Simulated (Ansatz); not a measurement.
Input file:

```yaml
crystal:
  periodic: [false, false, false]
  atoms:
    - {symbol: Sb, position_ang: [0.000000, 0.000000, 0.000000]}
    - {symbol: H, position_ang: [0.000000, 0.000000, 1.733800]}
basis:
  gaussian: {orbitals: def2-SVPD}
correlation: {method: fci, electrons: outside_noble_gas}
```

```sh
$ ansatz run in.yaml --threads 2 --pin off --events-out ev --progress --plain --max-ram 16896MiB --backend cuda --devices 0, --max-vram 18GiB
```

**Question.** Roughly how long does this take on 2 threads of AMD EPYC 7R13 with a shared H100 80 GB, shared host, and how much host memory?

**Answer.** 2.3 s wall and 0.81 GiB.

```
844 factors; integrals over basis functions are off by at most 2.0e-7 eV
mean field evaluation 1: about -6524.2051 eV, gradient 5.2e0 eV
mean field evaluation 2: about -6524.2062 eV, gradient 5.2e0 eV
mean field evaluation 4: about -6524.3584 eV, gradient 4.1e-1 eV
mean field evaluation 8: about -6524.3590 eV, gradient 6.2e-4 eV
mean field evaluation 16: about -6524.3590 eV, gradient 1.8e-6 eV
mean field -6524.35902453 eV, -239.7657717820 hartree, gradient 6.4e-6 eV, S^2 0.000000; 2 other end points of the search recorded, 0 dependent functions left out; unrestricted orbitals would lower it
unrestricted determinant -6525.65272286 eV, -239.8133143188 hartree, S^2 1.0265
9 core orbitals not correlated: weight in the atoms' cores, before any rotation towards them, 1.000 or more for the frozen orbitals, at most 0.000 for the correlated occupied ones
reference -6524.35902453 eV, -239.7657717820 hartree; 3, 3 occupied and 28, 28 virtual orbitals, 844 factors
state -6527.52101024 eV, -239.8819726138 hartree
Total energy: -6527.52101024 eV, -239.8819726138 hartree
```

Natural occupations: 1.9602 1.9292 1.0088 0.9622 0.0467 0.0208 0.0136 0.0134 0.0083 0.0079 0.0063 0.0055 0.0054 0.0040 0.0019 0.0019 0.0011 0.0006 0.0004 0.0004 0.0003 0.0002 0.0002 0.0001.
